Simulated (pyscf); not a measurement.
Thermochemistry of product channels of `[Cl][SiH][Cl]` [doublet] + `[NH3]` on the doublet surface, in kcal/mol, from ωB97M-D3(BJ)/def2-TZVP energies (ideal gas, 1 atm, RRHO with modes under 100 cm⁻¹ raised to 100, one conformer, R ln 2 for chiral ones without a mode under 150 cm⁻¹). PySCF, gas phase, ωB97X-D3(BJ)/def2-SVP geometries.

```json
[
 {"products": "`[ClH]` + `[NH2][SiH][Cl]` [doublet]", "ΔE": "+9.6", "ΔH(298 K)": "+7.6", "ΔG(600 K)": "+6.8", "ΔG(900 K)": "+6.0"},
 {"products": "`[Cl][SiH2][Cl]` + `[NH2]` [doublet]", "ΔE": "+17.8", "ΔH(298 K)": "+14.3", "ΔG(600 K)": "+15.2", "ΔG(900 K)": "+15.5"},
 {"products": "`[NH2][Si]([Cl])[Cl]` [doublet] + `[H][H]`", "ΔE": "-10.8", "ΔH(298 K)": "-14.1", "ΔG(600 K)": "-11.5", "ΔG(900 K)": "-11.3"},
 {"products": "`[NH][SiH]([Cl])[Cl]` [doublet] + `[H][H]`", "ΔE": "+10.7", "ΔH(298 K)": "+4.9", "ΔG(600 K)": "+7.8", "ΔG(900 K)": "+8.2"},
 {"products": "`[NH2][SiH]([Cl])[Cl]` + `[H]` [doublet]", "ΔE": "-0.1", "ΔH(298 K)": "-4.2", "ΔG(600 K)": "+1.7", "ΔG(900 K)": "+3.5"}
]
```

These are energies of the channels, which say nothing of barriers.
